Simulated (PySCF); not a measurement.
```xyz
4
charge 0 multiplicity 3, angstrom
B     0.0000    0.0000    0.7548
B     0.0000    0.0000   -0.7548
H     0.0000    0.0000    1.9322
H     0.0000    0.0000   -1.9322
```

Method: UPBE0 in PySCF with B def2-TZVP, H def2-TZVP; no relativity; density-fitted integrals.

This geometry of B2H2 is a stationary point at this level.

Q: What is the point group?

A: D∞h.

Q: Is it a minimum?

A: Yes: all harmonic wavenumbers are real.

Q: Which band is strongest in the infrared?

A: 2784 cm⁻¹ (σu+), 25 km/mol.

Q: Give the atomic charges and bond orders.

A: 
```csv
atom,Mulliken,Löwdin,polar tensor,spin (Mulliken),Mayer order to B1
B1,-0.09,-0.06,0.04,1.04,–
B2,-0.09,-0.06,0.04,1.04,2.03
H3,0.09,0.06,-0.04,-0.04,0.95
H4,0.09,0.06,-0.04,-0.04,0.02
```
Other Mayer orders above 0.3: B–H 0.95.

Q: What is the atomisation energy, with and without zero-point energy?

A: 1215 kJ/mol without, 1160 kJ/mol with.

This need not be the most stable arrangement of these atoms.
